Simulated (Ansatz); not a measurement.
# C2H6Cl: the cost of one run

Method: UKS PBE0/def2-SVP, in Ansatz 0.2.0.

## Step 1: The structure to begin with

Bond lengths: C2–Cl3 1.737 Å, C2–H5 1.082 Å, C2–H6 1.082 Å, C4–H7 1.077 Å, C4–H8 1.076 Å, C4–H9 1.077 Å. Angles: Cl3–C2–H5 111.3°, Cl3–C2–H6 111.2°, H5–C2–H6 114.2°, H7–C4–H8 113.4°, H7–C4–H9 113.4°, H8–C4–H9 113.3°.

Structure file:

```xyz
9

H     0.0161   -0.0715    0.0044
C     0.5271    0.6389   -1.0852
Cl    0.0431    2.3005   -0.9389
C    -0.4921   -0.7871    1.0867
H     0.0907    0.1790   -1.9620
H     1.6023    0.5372   -1.0197
H     0.3278   -0.8778    1.7796
H    -1.3048   -0.1893    1.4611
H    -0.8104   -1.7299    0.6740
```

## Step 2: A restrained relaxation towards end A

Springs on the bonds that form and break draw the guess towards this end; the thresholds are loose.

input.yaml

```yaml
crystal:
  periodic: [false, false, false]
  atoms:
    - { symbol: H, position_ang: [0.0161, -0.0715, 0.0044] }
    - { symbol: C, position_ang: [0.5271, 0.6389, -1.0852] }
    - { symbol: Cl, position_ang: [0.0431, 2.3005, -0.9389] }
    - { symbol: C, position_ang: [-0.4921, -0.7871, 1.0867] }
    - { symbol: H, position_ang: [0.0907, 0.179, -1.962] }
    - { symbol: H, position_ang: [1.6023, 0.5372, -1.0197] }
    - { symbol: H, position_ang: [0.3278, -0.8778, 1.7796] }
    - { symbol: H, position_ang: [-1.3048, -0.1893, 1.4611] }
    - { symbol: H, position_ang: [-0.8104, -1.7299, 0.674] }
magnetization:
  spin_polarized: true
  initial_magnetization: 1
basis:
  gaussian: { orbitals: def2-SVP }
hamiltonian:
  xc: pbe0
relax:
  f_tol: 0.15
  max_steps: 25
  restrain:
    - { distance: [0, 3], at: 2.37, k: 30.0 }
    - { distance: [1, 0], at: 1.07, k: 30.0 }
```

Launch:

```sh
ansatz run input.yaml --threads 2 --pin off --max-ram 3072MiB --backend cpu --events-out ev --progress --plain --runs-dir out
```

What time and memory should one allow on 2 threads of AMD EPYC 7R43 (Zen 3), shared host?

About 11 s, with a peak of 0.22 GiB.
